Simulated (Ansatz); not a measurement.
Input and output for NO$_{2}$− (`O=N[O-]`).

```yaml
crystal:
  periodic: [false, false, false]
  atoms:
    - {symbol: O, position_ang: [0.255413, 0.971836, 0.263888]}
    - {symbol: N, position_ang: [0.356937, -0.261610, 0.125049]}
    - {symbol: O, position_ang: [-0.675042, -0.696322, -0.443878]}
basis:
  gaussian: {orbitals: cc-pVDZ}
total_charge: -1
hamiltonian: {xc: {name: HF}, dispersion: d4}
output: {forces: true}
```

```sh
$ ansatz run in.yaml --threads 2 --pin off --events-out ev --progress --plain --max-ram 32768MiB --backend cpu
```

Shortened log:

```
Functional definition: HF
400 factors; integrals over basis functions are off by at most 9.6e-4 eV
mean field evaluation 1: about -5549.9267 eV, gradient 4.1e1 eV
mean field evaluation 2: about -5549.9329 eV, gradient 4.1e1 eV
mean field evaluation 4: about -5553.0450 eV, gradient 4.0e0 eV
mean field evaluation 8: about -5553.0854 eV, gradient 4.4e-4 eV
mean field -5553.08538427 eV, -204.0721238553 hartree, gradient 9.7e-6 eV, S^2 0.000000; 0 other end points of the search recorded, 0 dependent functions left out
reference -5553.08538427 eV, -204.0721238553 hartree; 12, 12 occupied and 30, 30 virtual orbitals, 400 factors
Total energy: -5553.24095533 eV, -204.0778409864 hartree
Atom 0 at     0.255413     0.971836     0.263888 Å, force     1.903995    -1.176849     0.747597 eV/Å
Atom 1 at     0.356937    -0.261610     0.125049 Å, force    -4.018389     2.446104    -1.583552 eV/Å
Atom 2 at    -0.675042    -0.696322    -0.443878 Å, force     2.114394    -1.269256     0.835955 eV/Å
Dipole moment:     0.154530    -0.092332     0.061161 e Å
```
